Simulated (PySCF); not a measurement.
**One reaction down a group: C, Si, Ge, Sn**

The same gas-phase reaction for C, Si, Ge, Sn:
- 2 CO2 + N → 2 CO + NO2
- 2 SiO2 + N → 2 SiO + NO2
- 2 GeO2 + N → 2 GeO + NO2
- 2 SnO2 + N → 2 SnO + NO2

Method: PySCF energies plus ideal-gas RRHO corrections (1 bar). † marks an energy on the PBE0/def2-TZVP geometry and frequencies. MP2 freezes the core. Open shells (unrestricted): N (multiplicity 4), NO2 (multiplicity 2); the rest are closed-shell singlets. Sn: scalar-relativistic def2 core potential, no spin-orbit coupling. Ge: all electrons, no relativistic terms. GeO2, SnO2: computed as isolated molecules; such fragments, hydroxides, amides, oligomers or adducts are transient or little studied in the gas. MP2 isn't extrapolated to the basis-set limit. The harmonic model lacks anharmonicity and excited electronic states, which grow with temperature; levels with a mode under 35 cm⁻¹ are left out.

ΔH°(298 K) in kJ, by level:

| level | C | Si | Ge | Sn |
|---|---|---|---|---|
| ωB97M-V/def2-TZVP† | 120.4 | -111.3 | -372.7 | -493.6 |
| BLYP/def2-TZVP† | 84.1 | -156.0 | -411.4 | -522.9 |
| HF/def2-TZVP† | 363.7 | 142.7 | -137.6 | -286.6 |
| MP2/def2-TZVPP† | 157.4 | -37.3 | -282.3 | -445.2 |
| r2SCAN/def2-TZVP† | 161.3 | -81.7 | -343.3 | -471.4 |
| PBE0/def2-SVP† | 163.2 | -194.8 | -432.4 | -601.6 |
| ωB97X-V/def2-TZVP† | 118.8 | -114.2 | -368.7 | -494.8 |

At ωB97M-V/def2-TZVP†, ΔH° falls from C to Sn, over a range of 614.0 kJ; the steps are -231.7, -261.4, -120.9 kJ. 7 of the 7 levels shown give the same order. The levels scatter most for Si (337.5 kJ between the highest and the lowest) and least for C (279.6 kJ). ΔS°(298 K) runs from 38.4 to 54.4 J/K, so TΔS° at 298 K spreads over 4.8 kJ among the members, against 614.0 kJ for ΔH°.

Free energies at ωB97M-V/def2-TZVP†:

```json
[
 {"member": "C", "ΔS°(298 K), J/K": "54.4", "ΔG°(298 K), kJ": "104", "ΔG°(1400 K), kJ": "51", "ΔG° changes sign": "none from 298 to 2500 K"},
 {"member": "Si", "ΔS°(298 K), J/K": "46.7", "ΔG°(298 K), kJ": "-125", "ΔG°(1400 K), kJ": "-160", "ΔG° changes sign": "none from 298 to 2500 K"},
 {"member": "Ge", "ΔS°(298 K), J/K": "44.9", "ΔG°(298 K), kJ": "-386", "ΔG°(1400 K), kJ": "-416", "ΔG° changes sign": "none from 298 to 2500 K"},
 {"member": "Sn", "ΔS°(298 K), J/K": "38.4", "ΔG°(298 K), kJ": "-505", "ΔG°(1400 K), kJ": "-526", "ΔG° changes sign": "none from 298 to 2500 K"}
]
```

The NASA 1993 table, where it holds all species, gives ΔH°(298 K) = 127 kJ for C, -28 kJ for Si; its entries are part measured, part old estimates, and weren't checked at source. After a fit of one offset per element over all species, the range-separated, M06-2X, PBE0/def2-QZVP and CCSD(T)/def2-TZVPP enthalpies, where run, lie to one side of the table for SiO2 (+35 kJ/mol): a fault of the table's entry, another state or a shared error of the levels is possible; this was not checked at source.
